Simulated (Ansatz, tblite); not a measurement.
**The cluster ReSe₂+: isomers from a random search**

The task here is to estimate one member of a computed series from the others.

Program: Ansatz 0.2.0, Gaussian basis. Level of theory: relaxed with r2SCAN-D4/def2-TZVP, singlet. These are calculated values, not measurements.

### The system as given

3 atoms, charge 1, spin multiplicity 1.

Atoms are counted from 1 here; the program's logs count them from 0.

Bond lengths: Re1–Se2 2.196 Å, Re1–Se3 2.196 Å. Angles: Se2–Re1–Se3 108.5°.

Re takes a core potential in the def2 sets. No spin-orbit coupling is included. The ion is computed in the gas phase, without counter-ions or solvent.

A search from random starts with GFN1-xTB found 2 distinct shapes; 2 go on here. The structure above is candidate A, which lies 0.00 eV above the lowest at that level; B lies 0.52 eV above the lowest at that level.

Set-up of the first run:

Input file in.yaml:

```yaml
crystal:
  periodic: [false, false, false]
  atoms:
    - {symbol: Re, position_ang: [-0.433150, -0.738180, -0.004520]}
    - {symbol: Se, position_ang: [-1.318570, 1.269180, 0.090490]}
    - {symbol: Se, position_ang: [1.751720, -0.531000, -0.085970]}
basis:
  gaussian: {orbitals: def2-TZVP}
total_charge: 1
hamiltonian: {xc: r2scan, dispersion: d4}
scf: {lower_state_search: "off"}
output: {orbitals: {seedname: orbitals}}
relax: {f_tol: 0.02, max_steps: 100}
```

Run with:

```
> ansatz run in.yaml --threads 4 --pin off --events-out ev --progress --plain --max-ram 3916MiB
```

Steps of the session up to this table: Relaxing candidate A; Relaxing candidate B; Candidate B, PBE0-D4/def2-TZVP; Candidate B, PBE-D4/def2-TZVP; Candidate B, r2SCAN-D4/def2-TZVP; Candidate B, LC-ωPBE/def2-TZVP; Candidate B, ωB97X-V/def2-TZVP; Candidate B, CCSD(T)/def2-TZVPP.

One table of the session follows, with a row left open; its other results are not shown here.

It belongs to the step «B against A». 

| level | B above A (kJ/mol) |
| --- | --- |
| GFN1-xTB | +57.2 |
| GFN2-xTB | +126.6 |
| HF/def2-TZVPP | +46.0 |
| PBE-D4/def2-TZVP | +162.9 |
| r2SCAN-D4/def2-TZVP | ? |
| PBE0-D4/def2-TZVP | +133.3 |
| LC-ωPBE/def2-TZVP | +103.9 |
| ωB97X-V/def2-TZVP | +111.3 |
| MP2/def2-TZVPP | +283.9 |
| CCSD/def2-TZVPP | +139.5 |
| CCSD(T)/def2-TZVPP | +159.4 |

**Question.** Estimate the row for r2SCAN-D4/def2-TZVP.

**Answer.** B above A (kJ/mol): +166.1. In the column «B above A (kJ/mol)» it lies between PBE-D4/def2-TZVP (+162.9) and MP2/def2-TZVPP (+283.9).

CCSD(T)/def2-TZVPP is no safe reference here (restricted state is unstable towards broken spin symmetry).

To keep in mind: A random search of this size may have missed the true lowest shape. Only singlets are compared; another spin may lie lower and prefer another shape.
